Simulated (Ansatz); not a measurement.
# SiH4 (singlet): from Hartree-Fock to the top rungs at a displaced geometry (v2), cc-pVTZ

An exercise on one series of results from a longer session: the logs are not shown, and one member is left open.

Method: cc-pVTZ, core rule «outside noble gas», up to 5 orbitals frozen; program: Ansatz 0.2.0, Gaussian basis.

To be run: UHF; CCSD(T) on RHF; BCCD(T) on RHF; CCSDT(Q) on RHF; CASSCF and NEVPT2, 8 electrons in 8 orbitals.

10 further runs of the same task are left out: 3 that didn't finish, 7 set aside as unsound or not needed.

## The geometry

The geometry is a PBE0/def2-TZVP stationary point (not a proven minimum) with its atoms shifted at random (size 0.100 Å).

5 atoms, charge 0, spin multiplicity 1.

Atoms are counted from 1 here; the program's logs count them from 0.

Bond lengths: Si1–H2 1.408 Å, Si1–H3 1.553 Å, Si1–H4 1.431 Å, Si1–H5 1.534 Å. Angles: H2–Si1–H3 107.8°, H2–Si1–H4 108.8°, H2–Si1–H5 121.3°, H3–Si1–H4 105.4°, H3–Si1–H5 106.4°, H4–Si1–H5 106.0°.

Set-up of the first run:

The input, in.yaml:

```yaml
crystal:
  periodic: [false, false, false]
  atoms:
    - {symbol: Si, position_ang: [0.011501, 0.006071, 0.001400]}
    - {symbol: H, position_ang: [0.702477, 0.873190, 0.869825]}
    - {symbol: H, position_ang: [-0.936304, -0.872403, 0.862259]}
    - {symbol: H, position_ang: [-0.848374, 0.782286, -0.838121]}
    - {symbol: H, position_ang: [0.761728, -0.952238, -0.932982]}
basis:
  gaussian: {orbitals: cc-pVTZ}
magnetization: {spin_polarized: true, initial_magnetization: 0}
hamiltonian: {xc: hf}
output: {orbitals: {seedname: orbitals}}
```

Command:

```
ansatz run in.yaml --threads 1 --pin off --events-out ev --progress --plain --max-ram 2393MiB
```

Among the steps run: UHF; CCSD(T) on RHF; BCCD(T) on RHF; CCSDT(Q) on RHF; CASSCF and NEVPT2, 8 electrons in 8 orbitals.

One of the session's tables, all rows but one given; the rest of the session is left out.

It belongs to the step «Misses and costs». 

| method | from RCCSDT(Q) (meV) |
| --- | --- |
| RHF | +4850.2 |
| RMP2 | ? |
| RCCSD | +128.3 |
| RCCSD(T) | +22.8 |
| BCCD(T) | +22.3 |
| RCCSDT | +2.7 |
| RCCSDT(Q) | 0 |
| CASSCF valence | +3323.1 |
| NEVPT2 valence | +1047.9 |

Q: Estimate the row for RMP2 from the others.

The run gave: from RCCSDT(Q) (meV): +942.2. In the column «from RCCSDT(Q) (meV)» it lies between RCCSD (+128.3) and NEVPT2 valence (+1047.9).
